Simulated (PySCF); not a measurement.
**2-chloro-2-methylbutane: 4 charge schemes on one density**

2-chloro-2-methylbutane, C₅H₁₁Cl.
Cartesian coordinates in Å at the PBE0-D3(BJ)/def2-SVP level; atoms count from 1:
```xyz
17
C5H11Cl angstrom
C      0.9161   -1.7928    0.5024
C      0.9782   -0.4005   -0.1000
C     -0.2146    0.5149    0.1806
C     -0.0072    1.8758   -0.4628
C     -1.5448   -0.0939   -0.2297
Cl    -0.2891    0.7965    1.9905
H      1.8515   -2.3381    0.3090
H      0.7731   -1.7376    1.5918
H      0.0940   -2.3910    0.0815
H      1.8848    0.1179    0.2522
H      1.0713   -0.4694   -1.1991
H      0.0305    1.7667   -1.5589
H     -0.8305    2.5585   -0.2093
H      0.9359    2.3293   -0.1262
H     -1.7429   -1.0304    0.3083
H     -1.5368   -0.3070   -1.3113
H     -2.3694    0.6016   -0.0189
```

Density: PBE0/pcSseg-1 (PySCF); schemes: Mulliken, IAO, Hirshfeld and ESP-fitted. The structure is a single PBE0-D3(BJ)/def2-SVP conformer in the gas phase; no vibrational or solvent corrections.

Give the atomic charges in each scheme.

In e:

```tsv
atom	environment	Mulliken	IAO	Hirshfeld	ESP-fitted
C1	methyl carbon	-0.263	-0.413	-0.120	-0.348
C2	chain CH2 carbon	-0.161	-0.247	-0.071	+0.026
C3	sp3 C–Cl carbon	-0.550	+0.088	+0.067	+0.264
C4	methyl carbon	-0.134	-0.409	-0.123	-0.737
C5	methyl carbon	-0.144	-0.411	-0.123	-0.605
Cl6	alkyl chlorine	-0.113	-0.167	-0.070	-0.183
H7	methyl hydrogen	+0.121	+0.143	+0.043	+0.098
H8	methyl hydrogen	+0.129	+0.147	+0.029	+0.095
H9	methyl hydrogen	+0.113	+0.132	+0.037	+0.101
H10	methylene hydrogen	+0.129	+0.139	+0.036	+0.052
H11	methylene hydrogen	+0.121	+0.132	+0.040	+0.053
H12	methyl hydrogen	+0.116	+0.138	+0.045	+0.212
H13	methyl hydrogen	+0.130	+0.147	+0.041	+0.228
H14	methyl hydrogen	+0.128	+0.147	+0.041	+0.193
H15	methyl hydrogen	+0.133	+0.148	+0.041	+0.173
H16	methyl hydrogen	+0.116	+0.138	+0.045	+0.191
H17	methyl hydrogen	+0.129	+0.148	+0.042	+0.186
```

Mean size of the charges over all atoms: ESP-fitted 0.220 e, IAO 0.194 e, Mulliken 0.160 e, Hirshfeld 0.060 e. Each set sums to the total charge, 0, to within 0.001 e. The ESP scheme fits charges at the nuclei, held to the total charge, to the electrostatic potential on points at 1.4 to 2.0 times the van der Waals radii. The Mulliken scheme counts on each atom the diagonal of the density matrix times the overlap matrix over that atom's basis functions.

Lowest charge. The schemes don't all agree: Mulliken C3 (-0.550); IAO C1 (-0.413); Hirshfeld C4 and C5 (-0.123); ESP-fitted C4 (-0.737).

Highest charge. The schemes don't all agree: Mulliken H15 (+0.133); IAO H15 and H17 (+0.148); Hirshfeld C3 (+0.067); ESP-fitted C3 (+0.264).

Sum the charges by element, for elements with more than one atom.

```json
{"element": "C", "atoms": "5", "Mulliken": "-1.251", "IAO": "-1.391", "Hirshfeld": "-0.370", "ESP-fitted": "-1.399"}
{"element": "H", "atoms": "11", "Mulliken": "+1.364", "IAO": "+1.558", "Hirshfeld": "+0.441", "ESP-fitted": "+1.582"}
```

How many electrons does the ESP-fitted scheme count on Cl6?

Z − q = 17 − (-0.183) = 17.183.
